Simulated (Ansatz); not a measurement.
in.yaml

```yaml
crystal:
  periodic: [false, false, false]
  atoms:
    - {symbol: O, position_ang: [-1.737831, 0.011831, 0.000000]}
    - {symbol: H, position_ang: [-1.987140, 0.938406, 0.000000]}
    - {symbol: H, position_ang: [-0.414831, 0.011831, 0.000000]}
    - {symbol: Si, position_ang: [1.025169, 0.011831, 0.000000]}
    - {symbol: H, position_ang: [1.421604, -1.467683, 0.000000]}
basis:
  gaussian: {orbitals: cc-pVDZ}
magnetization: {spin_polarized: true, initial_magnetization: 1}
hamiltonian: {xc: {name: wB97X-V}}
```

```sh
$ ansatz run in.yaml --threads 1 --pin off --events-out ev --progress --plain --max-ram 2393MiB
```

Roughly how long does this take on 1 thread of Arm Neoverse N1, shared host, and how much host memory?

16 s wall and 0.19 GiB.

```
      + integral(e_c_pw_opposite_spin*poly(b97_u_opposite, cos0, cos1)) + vv10(b, c)
445 factors; integrals over basis functions are off by at most 1.4e-3 eV
148 factors; integrals over basis functions are off by at most 1.2e-5 eV
mean field evaluation 1: about -9960.1521 eV, gradient 3.6e1 eV
mean field evaluation 2: about -9904.4031 eV, gradient 9.8e1 eV
mean field evaluation 4: about -9966.1043 eV, gradient 2.1e0 eV
mean field evaluation 8: about -9966.3939 eV, gradient 3.6e-1 eV
mean field evaluation 16: about -9966.3983 eV, gradient 1.6e-3 eV
mean field evaluation 32: about -9966.3775 eV, gradient 4.0e-1 eV
mean field -9966.39826210 eV, -366.2583806648 hartree, gradient 7.9e-6 eV, S^2 0.764124; 1 other end points of the search recorded, 0 dependent functions left out
reference -9966.39826104 eV, -366.2583806258 hartree; 13, 12 occupied and 34, 35 virtual orbitals, 445 factors
Total energy: -9966.39826104 eV, -366.2583806258 hartree
```
